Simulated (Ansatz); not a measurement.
Reaction (formal exchange of groups at a C–F bond): `CC(=N)F` + `CF` → `CC(=N)CF` + H–F

Calculated with Ansatz (gas phase, PBE0-D4/def2-TZVP geometries, no zero-point term in ΔE). CBS: MP2 limit from def2 TZ/QZ plus the TZ coupled-cluster correction, frozen cores. This one scheme is used for every species. Each species was taken in one conformer, which may not be the lowest.

```
             level  ΔE (kcal/mol)
     CCSD/def2-SVP           -2.5
SCS-MP2/def2-QZVPP           -5.0
```

Question: What does CCSD(T)/CBS give? (An estimate is asked.)

Answer: Ansatz gave: -5.7 kcal/mol. The listed levels differ from it by 3.2, 0.7 kcal/mol.

Largest T1 diagnostic among the species: 0.012.

From PBE to PBE0 (25 % exact exchange), in def2-TZVPP and without D4, ΔE moves by −1.0 kcal/mol. In def2-TZVPP, CCSD(T) changes the Hartree–Fock value by −5.5 kcal/mol (the triples alone add −0.4 kcal/mol) and MP2 by −6.8 kcal/mol. Leaving LDA and LC-ωPBE aside and taking each functional with its dispersion term where it has one, the values, not all of them listed here, spread over 2.9 kcal/mol, from PBE-QIDH to B97M-V. LDA lies −2.1 kcal/mol from PBE without D4.
